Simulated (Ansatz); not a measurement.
The cluster Li₂H⁺, 3 atoms. Hardware: 4 threads of AMD EPYC 7B13 on a shared host.

Correlated methods freeze no core orbitals; core or outer-core shells of Li are correlated, in sets that lack core-valence functions.

(1) How many basis functions does each of these Ansatz runs have, and roughly what does it cost? PBE-D4/def2-TZVP, charge 1 singlet, energy, from earlier orbitals; B2PLYP/def2-TZVP, charge 1 quintet, energy, from earlier orbitals; RPA@PBE/def2-TZVP, charge 1 triplet, energy, from earlier orbitals; CCSD(T)/def2-TZVPP, charge 1 singlet, energy, from earlier orbitals; ωB97M-V/def2-TZVP, charge 1 triplet, energy, from earlier orbitals; PBE-D4/def2-SVP, charge 1 singlet, energy, from earlier orbitals; ωB97M-V/def2-TZVP, charge 1 quintet, energy, from earlier orbitals; B3LYP-D4/def2-TZVP, charge 1 singlet, energy, from earlier orbitals; r2SCAN-D4/def2-TZVP, charge 1 singlet, energy, from earlier orbitals; LDA (SPW92)/def2-TZVP, charge 1 quintet, energy, from earlier orbitals; MP2/def2-TZVP, charge 1 quintet, energy, from earlier orbitals; CCSD(T)/def2-TZVPP, charge 1 quintet, energy, from earlier orbitals.

Results:

(1) Other jobs shared the machine, so times can vary by a factor of up to 3. A dash marks memory too small to be measured apart from the calling script's.

| run | functions | fitting or Cholesky vectors | wall time | peak host memory (GiB) |
| --- | --- | --- | --- | --- |
| MP2/def2-TZVP, charge 1 quintet, energy, from earlier orbitals | 34 | 354 | 0.15 s | – |
| PBE-D4/def2-TZVP, charge 1 singlet, energy, from earlier orbitals | 34 | 302 | 0.15 s | – |
| LDA (SPW92)/def2-TZVP, charge 1 quintet, energy, from earlier orbitals | 34 | 302 | 0.15 s | – |
| B3LYP-D4/def2-TZVP, charge 1 singlet, energy, from earlier orbitals | 34 | 302 | 0.2 s | – |
| PBE-D4/def2-SVP, charge 1 singlet, energy, from earlier orbitals | 23 | 309 | 0.2 s | – |
| CCSD(T)/def2-TZVPP, charge 1 singlet, energy, from earlier orbitals | 52 | 373 | 0.25 s | – |
| RPA@PBE/def2-TZVP, charge 1 triplet, energy, from earlier orbitals | 34 | 352 | 0.3 s | – |
| B2PLYP/def2-TZVP, charge 1 quintet, energy, from earlier orbitals | 34 | 354 | 0.3 s | – |
| r2SCAN-D4/def2-TZVP, charge 1 singlet, energy, from earlier orbitals | 34 | 302 | 0.35 s | – |
| CCSD(T)/def2-TZVPP, charge 1 quintet, energy, from earlier orbitals | 52 | 363 | 0.5 s | – |
| ωB97M-V/def2-TZVP, charge 1 triplet, energy, from earlier orbitals | 34 | 302 | 0.55 s | – |
| ωB97M-V/def2-TZVP, charge 1 quintet, energy, from earlier orbitals | 34 | 302 | 0.61 s | – |
